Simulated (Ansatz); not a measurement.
Vertical ionisation energy to the doublet of silicon compounds with O, N or halogens, in eV, species as SMILES. Conventions: each state is the SCF solution reached for its charge and spin; 6-311+G** with 5d, 6d on Na to Ar in Ansatz (a program for electronic structure); dispersion terms only where a functional's name holds one; open shells spin-unrestricted; no spin-orbit coupling; non-relativistic. Ab initio and DFT rows: single points at B3LYP-D3(BJ) geometries (Ansatz).

wB97M-V/def2-TZVPD (Ansatz) is a level with limits of its own, not a measurement.

The rows were drawn at random among computed neutral closed-shell members with both values; the withheld row is one of them. Species whose geometry shows other bonds than their SMILES are left out. No case is left out for the size of its miss. Left out are saddle points of the reference geometry, anions that the best level run finds unbound, excited spin states, species near biochemistry, 298 K rows of species without real B3LYP wavenumbers, cases with under five habitual levels, runs that failed or that the program found above a lower state of the same kind, table entries that another table contradicts, and a share of species set aside by lot. Sets whose x spans too little, or whose line has r² under 0.6, are not shown.

```
case                                                    B3LYP/6-311+G** (Ansatz) (x)  wB97M-V/def2-TZVPD (Ansatz) (y)
------------------------------------------------------  ----------------------------  -------------------------------
C[Si](C)(N)N [[diamino(methyl)silyl]methane]                                    8.77                             9.16
N[SiH2][SiH2]N                                                                  9.02                             9.42
C[Si](C)(C)O[SiH2]Cl [chlorosilyloxy(trimethyl)silane]                          9.95                            10.38
C=C[Si](O)(O)O                                                                 10.30                            10.40
F[Si](F)(F)F                                                                   15.49                            15.83
```

Problem. Fit y = a + b·x by least squares, and use it to estimate the value at wB97M-V/def2-TZVPD (Ansatz) for [SiH3]OCO[SiH3] [silyloxymethoxysilane], where B3LYP/6-311+G** (Ansatz) gives 10.38 eV.

Solution. Means: x 10.7060, y 11.0380. Sums about the means: Sxx 30.214, Sxy 30.045. Slope b = Sxy/Sxx = 0.9944, intercept a = mean y - b·mean x = 0.392; the rows scatter about the line by 0.119 (root mean square), r² = 1.00. A constant shift, the mean of y - x, would give 10.71 eV. Prediction for [SiH3]OCO[SiH3] [silyloxymethoxysilane]: 10.71 eV. The value at wB97M-V/def2-TZVPD (Ansatz) is 10.84 eV, so the fit misses by -0.13 eV, against -0.46 eV without it. The fit is meant for species like these alone.
